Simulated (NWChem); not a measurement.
System: C2H4O2 anion, doublet; SMILES of the neutral closed-shell parent COC=O

```xyz
8

C     -0.6124    -1.2825     0.0715
O      0.4852    -0.5500     0.5251
C      0.6160     0.7656    -0.1400
O     -0.4111     1.5156    -0.1921
H     -0.5293    -1.5012    -1.0185
H     -0.6422    -2.2370     0.6249
H     -1.5652    -0.7434     0.2267
H      1.5850     1.1542     0.2621
```
Atoms are numbered in this order, from 1.

All runs: NWChem. Pople sets run with spherical d functions. Spin-unrestricted. Sets without diffuse functions describe the anion's extra electron poorly. Coordinates come from a B3LYP/def2-SVPD, spin-unrestricted optimisation. Not confirmed as a minimum by frequencies. The spin multiplicity was typed, not searched, and may not be the lowest. No stability test was run on the SCF state. The highest occupied level is positive in some or all of these runs, so the extra electron may be held by the finite basis. Atomic charges in e: unrestrained fits to the electrostatic potential beside Mulliken populations; buried atoms are poorly determined by the fit.

For level UHF/6-31G*:

| Property | Result |
|---|---|
| Mulliken C1 | -0.08 |
| Mulliken O2 | -0.72 |
| ESP C3 | 0.02 |
| Mulliken C3 | 0.33 |
| ESP O4 | -0.69 |
| Mulliken O4 | -0.80 |

What are these values for level B3LYP/def2-SVP?

The Mulliken C1 comes out as 0.27 and the Mulliken O2 comes out as -0.43. The ESP C3 comes out as -0.14 and the Mulliken C3 comes out as 0.05. The ESP O4 comes out as -0.55 and the Mulliken O4 is -0.49.
